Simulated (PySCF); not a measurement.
**The bond of PO, level by level**

Aim: find the lowest electronic state of PO, scan its bond at several levels of theory, and get bond length, wavenumber and dissociation energy from each curve.

Computed with PySCF 2.14.0. Level: P 6-31G(d,p), O 6-31G(d,p), no relativity.

**1. Input**

Settings of the job:

| Item | Value |
| --- | --- |
| atoms | P, O |
| charge | 0 |
| basis | P 6-31G(d,p), O 6-31G(d,p) |
| Hamiltonian | no relativity |
| basis functions | 32 |
| electrons treated | 23 |
| masses in u | 30.9738, 15.9949 |
| levels | PBE0, PBE, r²SCAN, TPSSh, M06-2X, TPSS, ωB97X, HF, MP2, SCS-MP2, CCSD, CCSD(T) |
| grid | 80 radial by 434 angular points |
| occupations | held fixed by the projection of orbital angular momentum |
| dissociation limit | P + O, each in its ground configuration |
| starting distance in angstrom | 1.665 |
| values of 2S to try | 1, 3, 5 |

Launch:

```
> OMP_NUM_THREADS=1 python dia.py task.json out
```

Further steps of the session: The PBE0 curve of the state that the search chose; Other states along the same grid; PBE (GGA); r²SCAN (meta-GGA); TPSSh; M06-2X (hybrid meta-GGA); TPSS; ωB97X; ROHF (mean field); Correlated methods on the Hartree–Fock reference.

Before running it: what results should come out? Wanted: for each run, Re; ωe; De; μ.

**Answer**, as computed:

Lowest PBE0 solution found, without spin–orbit coupling: ²Π (doublet), unpaired electrons π ↑. State 2 has its PBE0 minimum 2.94 eV higher. The other levels ran on the lowest alone.

```
       level  Re (Å)  ωe (cm⁻¹)  De (eV)  μ (D)
        ROHF   1.455       1419     2.03  -2.61
    ROHF-MP2   1.518       1163     5.46    n/a
ROHF-SCS-MP2   1.513       1178     5.27    n/a
   ROHF-CCSD   1.500       1238     4.75    n/a
ROHF-CCSD(T)   1.511       1181     5.00    n/a
         PBE   1.517       1172     6.24  -1.77
        TPSS   1.513       1183     5.80  -1.80
      r²SCAN   1.501       1224     5.70  -1.90
       TPSSh   1.503       1219     5.55  -1.90
        PBE0   1.492       1264     5.53  -2.00
      M06-2X   1.484       1307     5.77  -2.13
       ωB97X   1.488       1295     5.68  -2.07
```

De is counted to P + O in their ground configurations. A positive dipole means P(−)O(+).

What this shows: The methods spread over 0.063 Å in bond length, from ROHF to ROHF-MP2. Of the levels with a De here, ROHF gives the least (2.03 eV) and PBE the most (6.24 eV).

Correlated steps freeze 6 core orbitals. T1 is 0.029 near the minimum (highest on the curve 0.052), which may point to more than one leading configuration.
